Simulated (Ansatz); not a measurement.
Worked example: building the atomization energy of C3H7, doublet

Measured: the G2/97 heats of formation, with zero-point and thermal terms from B3LYP taken off, give an electronic atomization energy of 900.2 kcal/mol (Curtiss et al., J. Chem. Phys. 106, 1063 (1997); Staroverov et al., J. Chem. Phys. 119, 12129 (2003)). The calculation below tries to reproduce it.

Geometry (MP2(full)/6-31G*, from the G2/97 set):

```yaml
atoms:
  - { symbol: C, position_ang: [0.0083, 0.5239, 0.0000] }
  - { symbol: C, position_ang: [0.0083, -0.2197, 1.2916] }
  - { symbol: C, position_ang: [0.0083, -0.2197, -1.2916] }
  - { symbol: H, position_ang: [-0.3288, 1.5554, 0.0000] }
  - { symbol: H, position_ang: [0.2155, 0.4392, 2.1385] }
  - { symbol: H, position_ang: [0.2155, 0.4392, -2.1385] }
  - { symbol: H, position_ang: [-0.9611, -0.7046, 1.4846] }
  - { symbol: H, position_ang: [0.7613, -1.0153, 1.2862] }
  - { symbol: H, position_ang: [0.7613, -1.0153, -1.2862] }
  - { symbol: H, position_ang: [-0.9611, -0.7046, -1.4846] }
```

Atomization energies (atoms less molecule, kcal/mol) from Ansatz 0.2.0, frozen cores, unrestricted molecule, unrestricted atoms, sets cc-pVDZ, cc-pVTZ, cc-pVQZ:

```json
{"level": "HF", "DZ": "684.57", "TZ": "694.07", "QZ": "694.98"}
{"level": "CCSD(T)", "DZ": "842.08", "TZ": "881.70", "QZ": "892.16"}
{"level": "CCSDT", "DZ": "842.10", "TZ": "–", "QZ": "–"}
{"level": "CCSDT(Q)", "DZ": "842.44", "TZ": "–", "QZ": "–"}
```

Problem. Extrapolate Hartree–Fock with exp(−5.46 √X) and the CCSD(T) correlation part with X⁻³ (X = 3, 4), add each higher step from the largest set that has it, and compare with the measured value.

Solution. Hartree–Fock: 694.98 + (694.98 − 694.07) × 0.301 = 695.25.
Correlation: TZ 187.63, QZ 197.18; (64 × 197.18 − 27 × 187.63) / 37 = 204.15.
Full triples (DZ): 842.10 − 842.08 = 0.02.
(Q) (DZ): 842.44 − 842.10 = 0.34.
Sum: 899.8 kcal/mol, 0.4 below the measured 900.2.

The steps beyond CCSD(T) add 0.36 kcal/mol, while going from QZ to the limit adds 7.24. Core correlation, scalar relativity, spin–orbit terms and the relaxation from this MP2 geometry are missing from the sum, and the measured value has its own uncertainty.
